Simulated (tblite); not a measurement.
# CH4ClO: the cost of one run

Computed with tblite 0.8.0 and PySCF 2.14.0; each step states its level. No surroundings beyond the atoms listed, unless a continuum is named. Atoms count from 0, parts from 1.

## 1. Starting point

7 atoms, charge -1, multiplicity 1; geometry: rigid parts in contact. Parts: 1 = atoms 0–5, `CO`, charge 0; 2 = atom 6, `[Cl-]`, charge -1.

## 2. Docking the parts with GFN2-xTB

The job: settings as JSON, then the geometry in Å.

```
{"job": {"kind": "dock", "xc": "GFN2-xTB", "basis": "xTB"}, "charge": -1, "multiplicity": 1, "parts": [{"atoms": "0-5", "charge": 0, "multiplicity": 1}, {"atoms": "6-6", "charge": -1, "multiplicity": 1}]}
C     -0.360169    -0.045290    -0.000887
O      0.973847    -0.264514    -0.388363
H     -0.517436    -0.274490     1.058707
H     -0.971394    -0.716488    -0.601345
H     -0.673277     0.986898    -0.192010
H      1.548429     0.313884     0.123896
Cl     1.775290     0.734059     2.636660
```

With the program's defaults for keys left out, this is: GFN2-xTB search for minima from random contacts, gas phase.

The run is started by

```
$ OMP_NUM_THREADS=1 python cluster_run.py task.json out
```

This one command runs all jobs of the session in turn.

**Question.** How long does this first job take on 1 thread of Arm Neoverse N1, shared host?

About 3.7 s.
